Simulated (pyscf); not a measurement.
Structures and frequencies: ωB97X-D3(BJ)/def2-SVP in PySCF.

SMILES: [CH3][Ti]([CH3])([CH3])[CH3]
```xyz
17

C      0.0103    -1.1130     1.9845
Ti    -0.1618    -0.0630     0.2276
C     -2.1339     0.4132    -0.0928
C      0.9471     1.6614     0.3521
C      0.5281    -1.2139    -1.3272
H     -0.0173    -0.4193     2.8435
H     -0.8227    -1.8325     2.0774
H      0.9660    -1.6667     2.0010
H     -2.6199     0.6729     0.8645
H     -2.6615    -0.4476    -0.5410
H     -2.2078     1.2760    -0.7785
H      1.1749     2.0383    -0.6609
H      0.3832     2.4344     0.9041
H      1.8954     1.4621     0.8823
H      1.6285    -1.1418    -1.3912
H      0.0900    -0.8648    -2.2792
H      0.2466    -2.2702    -1.1689
```
Charge 0, spin multiplicity 1.

Question: What is the homolytic dissociation enthalpy (298 K, ωB97M-D3(BJ)/def2-TZVP) of the C–Ti bond of H₃C–Ti(CH₃)(CH₃)–CH₃ (SMILES [CH3][Ti]([CH3])([CH3])[CH3]), to CH₃• + [H₃C–Ti(CH₃)–CH₃]•?

Answer: C–Ti to CH₃• + [H₃C–Ti(CH₃)–CH₃]•: 2.58 eV. The 7 functionals that were run give +2.45 (M06-2X) to +2.81 eV (PBE). The radicals are drawn with the spin at the cut bond; how far it spreads was not checked. Other isomers of [H₃C–Ti(CH₃)–CH₃]• were not searched in full and may lie lower. Open-shell species with a d-block atom are single-reference here; other states, and whether the spin sits on metal or ligand, were not checked.
